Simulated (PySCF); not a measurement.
Bonding in `C#CCCF`

Species: C4H5F.
SMILES with atom numbers: `[CH:1]#[C:2][CH2:3][CH2:4][F:5]` (hydrogens: H6 on C1; H7, H8 on C3; H9, H10 on C4)

Structure used (GFN2-xTB), in Å, numbered top down from 1:
```
atom  x, y, z in Å
C1     2.2500   -0.3897    0.2622
C2     1.1295   -0.3260   -0.1515
C3    -0.2305   -0.2383   -0.6403
C4    -1.1299    0.4468    0.3865
F5    -2.4157    0.5178   -0.0916
H6     3.2373   -0.4528    0.6100
H7    -0.2465    0.3315   -1.5736
H8    -0.6121   -1.2426   -0.8445
H9    -1.1686   -0.1160    1.3247
H10   -0.8047    1.4739    0.5819
```

Bond orders from the PBE0/pcSseg-1 density (PySCF). Geometry: GFN2-xTB, one conformer, isolated molecule.

(1) How far do the computed orders between heavy atoms stray from the drawn ones?

(2) Give the Mayer order of every bond, beside its length.

## Answers

(1) The largest departure is 0.423, at C1–C2 (drawn triple, 2.577). Drawn double or triple, more than 0.30 short of the drawn order: C1–C2 (2.577).

(2) 
```tsv
bond	drawn as	length (Å)	Mayer order
C1–C2	triple	1.196	2.577
C2–C3	single	1.448	1.025
C3–C4	single	1.527	1.042
C4–F5	single	1.374	0.887
C1–H6	single	1.049	1.144
C3–H7	single	1.094	0.914
C3–H8	single	1.094	0.914
C4–H9	single	1.095	0.952
C4–H10	single	1.095	0.952
```

Bonds between the same two heavy elements. C–C: lowest C2–C3 (1.025, 1.448 Å), highest C1–C2 (2.577, 1.196 Å).

**Question.** Sum the orders of all bonds at each heavy atom with more than one neighbour and set the sums beside the valence in the SMILES.

**Answer.** C1 3.721 (drawn 4), C2 3.602 (drawn 4), C3 3.895 (drawn 4), C4 3.833 (drawn 4). Orders between atoms that aren't bonded are not in these sums.

Mayer orders depend on the basis set.

These values come from a run that also computed NMR shieldings. On Arm Neoverse N1, one thread, no GPU, shared host with 64 logical CPUs at a one-minute load of 56, this took 16 s wall (with the writing of density and orbital grids) and 0.49 GiB of memory at its peak.
